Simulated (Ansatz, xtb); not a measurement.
## C3H2−: 3 structures ranked

3 gas-phase structures of C3H2−, found in a search over its isomers (lower ones may exist). Each was relaxed with GFN2-xTB; where two conformers were screened, the lower at r2SCAN-D4/def2-SVPD is listed:

A. the doublet with the links of `[C]1=C[CH-]1`
B. the doublet with the links of `[C]#C[CH2-]`
C. the doublet with the links of `[CH]=C=[CH-]`

Q: Estimate their order in r2SCAN-D4/def2-SVPD energy at these geometries, lowest first.

A: Calculated order at r2SCAN-D4/def2-SVPD: B (0.0), C (12.3), A (38.8) kcal/mol.

Energies above the lowest of each column, in kcal/mol; the last columns are at PBE0-D3(BJ)/def2-SVPD geometries and were run for some of them only (a dash: not run or not comparable):

| structure | GFN2-xTB | HF/STO-3G | r2SCAN-D4/def2-SVPD | PBE0-D3(BJ)/def2-SVPD | CCSD(T)/def2-SVPD |
| --- | --- | --- | --- | --- | --- |
| B | 0.0 | 0.0 | 0.0 | 0.0 | 0.0 |
| C | 10.0 | 36.0 | 12.3 | 13.5 | 16.3 |
| A | 34.4 | 45.0 | 38.8 | – | – |

Every level run on B puts it lowest or level with the lowest. Frequencies (PBE0-D3(BJ)/def2-SVPD) were run for B, C alone. Open shells are spin-unrestricted, some with notable spin contamination.

Programs: Ansatz 0.2.0, xtb 6.7.1.
